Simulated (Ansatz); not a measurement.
## HSiC, quartet: stretch scan

Starting geometry (PBE0/def2-TZVP stationary point for this spin, not checked as a minimum):

```xyz
3

Si    0.0000   -0.0832    0.5272
C     0.0000    0.0762   -1.3058
H     0.0000    1.4109    0.8685
```

From there H3 moves along the line of the two atoms named below, all else staying in place; atoms are numbered as listed. Energies are in kcal/mol, counted from the starting geometry at the same level. Kohn–Sham curves are unrestricted where that lies lower.

Basis 6-31G; Ansatz 0.2.0. Correlated methods freeze the noble-gas cores.

Full CI is exact within this basis and frozen core; it isn't the basis-set limit.

```
distance Si1-H3 (Å)  RPA-PBE
              1.232     29.9
              1.345     11.2
              1.533      0.0
              1.669      0.2
              1.855      5.4
              2.117     15.6
              2.418     25.3
              2.818     29.8
              3.335     29.2
              4.087     28.6
              5.103     28.5
```

Problem. Estimate the full CI curve in 6-31G from this one, knowing how RPA-PBE differs from it in such a basis.

Solution. The computed full CI values, in kcal/mol from the starting point, and the difference of RPA-PBE against them:
```csv
distance Si1-H3 (Å),full CI,RPA-PBE less full CI
1.232,29.5,0.4
1.345,10.9,0.3
1.533,0.0,0.0
1.669,0.4,-0.2
1.855,5.7,-0.3
2.117,15.5,0.1
2.418,24.4,0.9
2.818,29.0,0.8
3.335,29.5,-0.3
4.087,29.4,-0.8
5.103,29.4,-0.9
```

The difference spans 1.8 kcal/mol and is largest, 0.9 kcal/mol, at 2.418 Å.

In so small a basis both RPA and the reference are far from their limits and near them at different rates, so the difference would change in a larger set.
